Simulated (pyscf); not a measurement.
Thermochemistry of product channels of PH₃ (SMILES P) + HO–SiH₃ (SMILES O[SiH3]) on the singlet surface, in eV, from ωB97M-D3(BJ)/def2-TZVP energies (ideal gas, 1 atm, RRHO with modes under 100 cm⁻¹ raised to 100, one conformer, R ln 2 for rigid chiral ones). Structures and frequencies: ωB97X-D3(BJ)/def2-SVP in PySCF.

```
products                                            ΔE  ΔH(298 K)  ΔG(298 K)  ΔG(600 K)
--------------------------------------------------  --  ---------  ---------  ---------
HO–SiH₂–PH₂ (SMILES O[SiH2]P) + H₂ (SMILES [H][H])   ?      -0.04      +0.04      +0.10
H₃Si–O–PH₂ (SMILES [SiH3]OP) + H₂ (SMILES [H][H])    ?      +0.16      +0.25      +0.32
```

### Question
What belongs in the gaps?

### Answer

- HO–SiH₂–PH₂ (SMILES O[SiH2]P) + H₂ (SMILES [H][H]), ΔE: +0.02
- H₃Si–O–PH₂ (SMILES [SiH3]OP) + H₂ (SMILES [H][H]), ΔE: +0.27

These are energies of the channels, which say nothing of barriers.
